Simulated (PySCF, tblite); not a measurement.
Isomers of C2H2F3P, one GFN2-xTB conformer each. Single-point energies are computed at PBE0/pcSseg-1 (PySCF, gas phase, no added dispersion term), electronic only.

```json
{"SMILES": "FC(F)=C(F)P", "GFN2-xTB relative energy (kcal/mol)": "2.2"}
{"SMILES": "C=PC(F)(F)F", "GFN2-xTB relative energy (kcal/mol)": "0.0"}
```

Conformers: `[F:1][C:2]([F:3])=[C:4]([F:5])[PH2:6]` with C2–C4–P6–H 127° and 33°.

Q: What does PBE0/pcSseg-1 give for the same structures?

A: 
```json
{"SMILES": "C=PC(F)(F)F", "PBE0/pcSseg-1 E (Eh)": "-717.71321", "PBE0/pcSseg-1 (kcal/mol)": "0.0", "GFN2-xTB (kcal/mol)": "0.0", "point group": "Cs"}
{"SMILES": "FC(F)=C(F)P", "PBE0/pcSseg-1 E (Eh)": "-717.68438", "PBE0/pcSseg-1 (kcal/mol)": "18.1", "GFN2-xTB (kcal/mol)": "2.2", "point group": "–"}
```

Both levels put the same isomer lowest. As drawn, the higher has a C=C bond outside aromatic rings, which the lower lacks.

Q: Which frontier levels, dipoles and rotational constants go with these structures?

A: 
```tsv
SMILES	HOMO (eV, PBE0/pcSseg-1)	LUMO (eV)	dipole (D)	A, B, C (MHz)
C=PC(F)(F)F	-8.43	-2.46	2.11	4589, 2299, 2090
FC(F)=C(F)P	-7.19	-0.11	1.59	4316, 2117, 1434
```

Q: What happens when harmonic zero-point energies from GFN2-xTB frequencies are added?

A: 
| SMILES | ZPE (kcal/mol) | electronic (kcal/mol) | with ZPE (kcal/mol) |
| --- | --- | --- | --- |
| C=PC(F)(F)F | 24.0 | 0.0 | 0.0 |
| FC(F)=C(F)P | 22.1 | 18.1 | 16.2 |

The zero-point energies span 1.9 kcal/mol. The order is unchanged.
